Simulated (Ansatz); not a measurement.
# Tin, alpha-Sn (diamond): convergence with Gaussian smearing

Computed with Ansatz, LDA, scalar-relativistic PAW, on the relaxed cell (a = 6.476 Å; spin not included). Errors count from a run at 420 eV on a Γ-centred 14×14×14 mesh with Fermi-Dirac smearing of 0.1 eV, extrapolated to zero width. Fixed here: cutoff 420 eV, mesh 9×9×9. The SCF starts from atomic densities corrected by a trained network.

```json
{"width (eV)": "0.01", "E(σ→0) error (meV/atom)": "2.9", "F error (meV/atom)": "2.9", "P (GPa)": "-0.09", "SCF iterations": "6"}
{"width (eV)": "0.03", "E(σ→0) error (meV/atom)": "2.9", "F error (meV/atom)": "2.8", "P (GPa)": "-0.09", "SCF iterations": "6"}
{"width (eV)": "0.1", "E(σ→0) error (meV/atom)": "2.8", "F error (meV/atom)": "2.4", "P (GPa)": "-0.04", "SCF iterations": "6"}
{"width (eV)": "0.2", "E(σ→0) error (meV/atom)": "2.6", "F error (meV/atom)": "1.2", "P (GPa)": "-0.01", "SCF iterations": "6"}
{"width (eV)": "0.3", "E(σ→0) error (meV/atom)": "2.3", "F error (meV/atom)": "-0.3", "P (GPa)": "0.01", "SCF iterations": "6"}
{"width (eV)": "0.6", "E(σ→0) error (meV/atom)": "4.3", "F error (meV/atom)": "-8.4", "P (GPa)": "0.11", "SCF iterations": "7"}
```

Problem. What does the run at 1.0 give (width)?

Solution. E(σ→0) error (meV/atom): 23.4; F error (meV/atom): -40.8; P (GPa): 0.49; SCF iterations: 7.
